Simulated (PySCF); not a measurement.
Species, as SMILES: [C-]#[S+] (C-S).
Geometry (B3LYP-D3(BJ)/def2-TZVP, fixed):
```
C
S 1 1.5320
```

Basis-set convergence of the mean static polarisability at HF with PySCF. All functions are spherical. Density fitting with generated auxiliary sets. No added dispersion term, no relativity. Reference: the value in aug-cc-pV(5+d)Z, 28.23 bohr³, itself unsure by roughly 0.3 % (its mean distance from aug-pcseg-3, aug-cc-pV(Q+d)Z, aug-pcseg-2). Deviations are taken from unrounded values.

| basis | functions |
|---|---|
| STO-3G | 14 |
| 3-21G | 22 |
| 6-31G | 22 |
| 6-31G** | 32 |
| cc-pV(D+d)Z | 37 |
| 6-311G** | 44 |
| def2-SVPD | 47 |
| cc-pV(T+d)Z | 69 |
| def2-TZVPD | 83 |
| def2-TZVPPD | 88 |
| cc-pV(Q+d)Z | 119 |
| def2-QZVPPD | 142 |
| cc-pV(5+d)Z | 191 |

### Question
Which is the smallest set listed that can be trusted to 1 % here, that is, within that of the reference together with its larger relatives (same family, alike in diffuse functions; a set with none to test it counts only in the reference's own line)?

### Answer
The smallest set listed that lies within 1 % of the reference with all its larger relatives (same family, alike in diffuse functions; a set with none counts only in the reference's own line) is def2-TZVPD (83 functions, -0.2 % off). Value minus reference over the reference: STO-3G -69.1, 3-21G -36.8, 6-31G -33.3, 6-31G** -29.4, cc-pV(D+d)Z -28.9, 6-311G** -28.5, def2-SVPD -2.4, cc-pV(T+d)Z -16.6, def2-TZVPD -0.2, def2-TZVPPD -0.2, cc-pV(Q+d)Z -8.1, def2-QZVPPD -0.1, cc-pV(5+d)Z -5.3 %.
